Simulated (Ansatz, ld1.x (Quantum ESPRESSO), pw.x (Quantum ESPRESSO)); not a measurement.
## From atom to crystal: PAW potential for C

carbon, PAW, made with ld1.x (Quantum ESPRESSO) 7.5 (PBEsol, scalar-relativistic). Core [He], reference 2s2 2p2. Waves: 2s (bound): rcut 1.05, rcutus 1.20 bohr; 2s channel at -0.4 Ry: rcut 1.05, rcutus 1.20 bohr; 2p (bound): rcut 1.80, rcutus 2.45 bohr; 2p channel at 1.7 Ry: rcut 1.80, rcutus 2.45 bohr. Local part: all-electron potential smoothed inside 0.95 bohr (lloc = -1). Core correction: Bessel-smoothed model core inside 0.55 bohr. Augmentation charge: PSQ, radius 0.90 bohr.

Atomic tests: cutoffs needed: 12 Ry and 25 Ry (the cutoffs (Ry, on a coarse ladder) from which the occupation-weighted sum of valence levels, in a spherical-Bessel basis at the reference potential, stays within 10 and 1 mRy of its value at 400 Ry); ghost test: no extra level below or beside the all-electron valence levels (s, p, d, f tested) (spherical-Bessel basis up to 400 Ry, 20 bohr box); largest excitation error: -14 meV (all-electron minus pseudo) for 2s1 2p0, out of 7 test configurations.

Crystal test: fcc C in pw.x 7.5, no spin, 18³ k-points, Fermi–Dirac smearing 0.01 Ry, cutoffs 40/480 Ry. The reference is all-electron LAPW (Ansatz 0.2.0) with the same functional, mesh and smearing; V0 and B0 come from Birch–Murnaghan fits to the pressures at five volumes. Errors are pseudo minus all-electron; Δ is the rms difference of the E(V) curves that follow from these fits, minima aligned, over ±6 % about the mean V0. Mesh and smearing are coarse, so the numbers serve the comparison and aren't converged zero-temperature values; the lattice is a test structure that the element need not adopt.

```
V (Å³/atom)  P all-electron (GPa)  P pseudo (GPa)
      6.796                  5.38            0.24
      6.975                  0.61           -4.25
      7.154                 -3.62           -8.16
      7.333                 -7.38          -11.67
      7.512                -10.73          -14.71
```

All-electron: a0 = 3.037 Å (V0 = 7.00 Å³/atom), B0 = 172.8 GPa.

Pseudopotential: mean pressure error (GPa): -4.56; a0 (Å): 3.008; a0 error (%): -0.94; B0 error (%): +4.1; Δ (meV/atom): 7.5. The largest radius (2.45 bohr) exceeds half the bond length (2.04 bohr), so the spheres overlap, which is one possible source of error among others. This is a poor potential for the solid.

Problem. At the middle volume, how do free energy and pressure move when the wave cutoff is lowered (ecutrho held at 480 Ry)?

Solution.

| cutoff (Ry) | shift of F (meV/atom) | shift of P (GPa) |
| --- | --- | --- |
| 18 | +35.5 | -1.43 |
| 24 | +8.5 | -0.41 |
| 32 | +1.9 | +0.05 |

Input at the middle volume:

```
&control
  calculation='scf', prefix='x', pseudo_dir='./', outdir='./tmp', tstress=.true., disk_io='none'
/
&system
  ibrav=0, nat=1, ntyp=1, ecutwfc=40, ecutrho=480, nbnd=9,
  occupations='smearing', smearing='fd', degauss=0.01
/
&electrons
  conv_thr=1e-09, mixing_beta=0.4, electron_maxstep=70
/
ATOMIC_SPECIES
C 1.0 C.UPF
CELL_PARAMETERS angstrom
  0.00000000 1.52934798 1.52934798
  1.52934798 0.00000000 1.52934798
  1.52934798 1.52934798 0.00000000
ATOMIC_POSITIONS crystal
C 0.0000 0.0000 0.0000
K_POINTS automatic
18 18 18 0 0 0
```

```bash
pw.x < C.scf.in > C.scf.out
```

Lines of the output:

```
Message from routine setup:
     using ibrav=0 with symmetry is DISCOURAGED, use correct ibrav instead
     lattice parameter (alat)  =       4.0871  a.u.
     unit-cell volume          =      48.2776 (a.u.)^3
     number of electrons       =         4.00
     number of Kohn-Sham states=            9
     kinetic-energy cutoff     =      40.0000  Ry
     charge density cutoff     =     480.0000  Ry
     scf convergence threshold =      1.0E-09
     Exchange-correlation= SLA  PW   PSX  PSC
     number of k points=   195  Fermi-Dirac smearing, width (Ry)=  0.0100
     iteration #  1     ecut=    40.00 Ry     beta= 0.40
     total energy              =     -17.79575533 Ry
     estimated scf accuracy    <       0.00090312 Ry
     iteration #  2     ecut=    40.00 Ry     beta= 0.40
     total energy              =     -17.79569078 Ry
     estimated scf accuracy    <       0.00024785 Ry
     iteration #  3     ecut=    40.00 Ry     beta= 0.40
     total energy              =     -17.79570985 Ry
     estimated scf accuracy    <       0.00000411 Ry
     iteration #  4     ecut=    40.00 Ry     beta= 0.40
     total energy              =     -17.79571020 Ry
     estimated scf accuracy    <          1.1E-09 Ry
     iteration #  5     ecut=    40.00 Ry     beta= 0.40
     the Fermi energy is    10.7448 ev
!    total energy              =     -17.79571024 Ry
     estimated scf accuracy    <          6.6E-10 Ry
     smearing contrib. (-TS)   =      -0.00170236 Ry
     The total energy is F=E-TS. E is the sum of the following terms:
     one-electron contribution =       4.71085890 Ry
     hartree contribution      =       0.37497988 Ry
     xc contribution           =      -5.49438153 Ry
     ewald contribution        =     -12.69144528 Ry
     one-center paw contrib.   =      -4.69401986 Ry
     convergence has been achieved in   5 iterations
          total   stress  (Ry/bohr**3)                   (kbar)     P=      -81.60
     Message from routine punch:
     Nothing written, as per user request (disk_io='none')
```

The run at the middle volume (195 k-points, 5 iterations) took about 4.2 s on one core of a shared host (Neoverse-V2, 96 threads, 742 GiB, load 48).
